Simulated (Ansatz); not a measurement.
Rock-salt BaS, treated with LDA in Ansatz (PAW).

Settings: plane-wave cutoff 520 eV, 10×10×10 k mesh, Fermi–Dirac smearing 0.01 eV, scalar-relativistic PAW data made under PBE.

Response to compression and expansion:

```csv
V (Å³/atom),P (GPa),direct gap at Γ (eV),smallest gap on the k mesh (eV)
28.980,3.62,3.814,1.790
29.596,2.28,3.817,1.835
30.213,1.08,3.778,1.876
30.829,0.00,3.669,1.914
31.446,-0.96,3.564,1.950
32.063,-1.82,3.464,1.982
32.679,-2.60,3.367,2.012
```

The fundamental gap (1.91 eV at the equilibrium volume, with added k points) lies elsewhere than Γ–Γ.

Spin–orbit coupling is not included.

Ansatz is an electronic-structure program.
